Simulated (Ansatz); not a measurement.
Input file:

```yaml
crystal:
  periodic: [false, false, false]
  atoms:
    - {symbol: Ga, position_ang: [0.000000, 0.000000, -0.040218]}
    - {symbol: H, position_ang: [0.000000, 1.038252, 1.391008]}
    - {symbol: H, position_ang: [0.000000, -1.038252, 1.391008]}
basis:
  gaussian: {orbitals: aug-cc-pVTZ}
total_charge: 1
magnetization: {spin_polarized: false, initial_magnetization: 2}
correlation: {method: ccsdt_q, electrons: outside_noble_gas}
```

```sh
$ ansatz run in.yaml --threads 1 --pin off --events-out ev --progress --plain --max-ram 2393MiB
```

Log:

```
1226 factors; integrals over basis functions are off by at most 1.5e-7 eV
mean field evaluation 1: about -52355.7454 eV, gradient 5.9e0 eV
mean field evaluation 2: about -52355.7464 eV, gradient 5.9e0 eV
mean field evaluation 4: about -52356.0900 eV, gradient 3.7e-1 eV
mean field evaluation 8: about -52356.0927 eV, gradient 3.5e-4 eV
mean field evaluation 16: about -52356.0926 eV, gradient 9.2e-2 eV
mean field -52356.09274168 eV, -1924.0509200226 hartree, gradient 3.7e-6 eV, S^2 2.000000; 2 other end points of the search recorded, 0 dependent functions left out
mean field evaluation 32: about -52356.4796 eV, gradient 1.4e-1 eV
14 core orbitals not correlated: weight in the atoms' cores, before any rotation towards them, 0.999 or more for the frozen orbitals, at most 0.001 for the correlated occupied ones
reference -52356.09274168 eV, -1924.0509200226 hartree; 3, 1 occupied and 88, 90 virtual orbitals, 1226 factors
second order -1.27464133 eV of doubles, -0.20512159 eV of singles
cycle   1  -1.72783067 eV  change   -2.4e-1 eV  update   5.1e-2
cycle   2  -1.90740218 eV  change   -1.8e-1 eV  update   2.5e-2
cycle   3  -1.90917735 eV  change   -1.8e-3 eV  update   7.8e-3
cycle   4  -1.91792186 eV  change   -8.7e-3 eV  update   3.9e-3
cycle   5  -1.91860720 eV  change   -6.9e-4 eV  update   1.0e-3
cycle   6  -1.91798045 eV  change    6.3e-4 eV  update   3.8e-4
cycle   7  -1.91814448 eV  change   -1.6e-4 eV  update   1.7e-4
cycle   8  -1.91818105 eV  change   -3.7e-5 eV  update   5.0e-5
cycle   9  -1.91814670 eV  change    3.4e-5 eV  update   1.7e-5
cycle  10  -1.91815000 eV  change   -3.3e-6 eV  update   6.0e-6
cycle  11  -1.91814916 eV  change    8.4e-7 eV  update   2.1e-6
cycle  12  -1.91814956 eV  change   -4.0e-7 eV  update   7.2e-7
cycle  13  -1.91814922 eV  change    3.4e-7 eV  update   3.0e-7
perturbative correction -0.00043881 eV, -0.0000161259 hartree
Total energy: -52358.01132971 eV, -1924.1214268322 hartree
```

For the same geometry and basis full CI lies 0.2 meV higher.

Ran on 1 thread of Arm Neoverse V2, shared host: 84 s wall, 1.3 GiB peak host memory.
